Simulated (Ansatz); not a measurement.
Consider the hydrogen abstraction from the O–H bond: `[OH][AlH][Cl]` + F• → `[O][AlH][Cl]`• + H–F.

Gas-phase electronic energies from Ansatz, PBE0-D4/def2-TZVP geometries. CCSD(T)/CBS adds triple-zeta CCSD(T) − MP2 to the extrapolated MP2 energy (def2 sets, frozen cores). This one scheme is used for every species, atoms too. DFT in def2-TZVPP. No spin–orbit coupling; open shells (•) take unrestricted orbitals. Spin–orbit coupling would lower the free atoms: a little for F. Each species was taken in one conformer, which may not be the lowest.

`[OH][AlH][Cl]`:

Z-matrix (Å, degrees):
```
Al
O 1 1.684
Cl 1 2.096 2 119.8
H 1 1.563 2 119.3 3 180.0
H 2 0.956 1 124.3 3 0.0
```

`[O][AlH][Cl]`•:

Z-matrix (Å, degrees):
```
Al
O 1 1.729
Cl 1 2.081 2 116.2
H 1 1.566 2 118.8 3 180.0
```

H–F:

```xyz
2

F     0.000   -0.063    0.456
H     0.000    0.063   -0.456
```

```csv
level,ΔE (eV)
PBE0-D4,-0.49
PBE0,-0.50
HF/def2-SVP,-0.04
MP2/def2-QZVPP,-0.47
```

What does CCSD(T)/CBS give? (Estimate.)

Ansatz gave: -0.51 eV. The listed levels differ from it by 0.02, 0.01, 0.47, 0.04 eV.

What do rigid-rotor, harmonic-oscillator terms from PBE0-D4/def2-TZVP frequencies (298.15 K, 1 bar) make of the CCSD(T)/CBS value? (Best estimate.)

Ansatz gave: ΔZPE = -0.06 eV, ΔH = -0.55 eV, ΔS = 14 J/(mol·K), ΔG = -0.60 eV. Open shells count their whole term as degenerate.

Largest T1 diagnostic among the species: 0.013.

From r2SCAN to r2SCAN0 (25 % exact exchange), in def2-TZVPP and without D4, ΔE moves by +0.11 eV. At CCSD(T), def2-SVP lies +0.22 eV from the extrapolated value and def2-TZVPP +0.06 eV. Leaving LDA and LC-ωPBE aside and taking each functional with its dispersion term where it has one, the values, not all of them listed here, spread over 0.29 eV, from BLYP-D4 to BHLYP-D4. LDA lies −0.12 eV from PBE without D4.

CCSD(T)/CBS has its own doubt, a few kJ/mol and more with outer-core shells, so smaller differences from it don't rank the levels.
